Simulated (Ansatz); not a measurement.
Reaction (substitution at a C–C bond): `CC=N` + `OCF` → `N=COCF` + CH₄

Isolated molecules relaxed with PBE0-D4/def2-TZVP in Ansatz; ΔE leaves out vibrations. CBS: MP2 limit from def2 TZ/QZ plus the TZ coupled-cluster correction, frozen cores. This one scheme is used for every species. Functionals use def2-TZVPP. Each species was taken in one conformer, which may not be the lowest.

```json
{"level": "r2SCAN0-D4", "ΔE (kJ/mol)": "-1.0"}
{"level": "CAM-B3LYP-D4", "ΔE (kJ/mol)": "0.2"}
{"level": "ωB97X-V", "ΔE (kJ/mol)": "1.5"}
{"level": "ωB97M-V", "ΔE (kJ/mol)": "3.2"}
{"level": "r2SCAN", "ΔE (kJ/mol)": "-4.8"}
{"level": "HF/def2-SVP", "ΔE (kJ/mol)": "2.1"}
{"level": "HF/def2-QZVPP", "ΔE (kJ/mol)": "5.7"}
{"level": "MP2/CBS(def2)", "ΔE (kJ/mol)": "7.6"}
```

(1) What does CCSD(T)/CBS give? (Estimate.)

Largest T1 diagnostic among the species: 0.013.

## Answers

(1) The calculation gave: +8.0 kJ/mol. The listed levels differ from it by -9.0, -7.8, -6.5, -4.8, -12.8, -5.9, -2.3, -0.4 kJ/mol.

At CCSD(T), def2-SVP lies −8.3 kJ/mol from the extrapolated value and def2-TZVPP −3.1 kJ/mol. From r2SCAN to r2SCAN0 (25 % exact exchange), in def2-TZVPP and without D4, ΔE moves by +4.3 kJ/mol. Leaving LDA and LC-ωPBE aside and taking each functional with its dispersion term where it has one, the values, not all of them listed here, spread over 9.0 kJ/mol, from r2SCAN-D4 to PBE-QIDH. LDA lies −7.7 kJ/mol from PBE without D4.
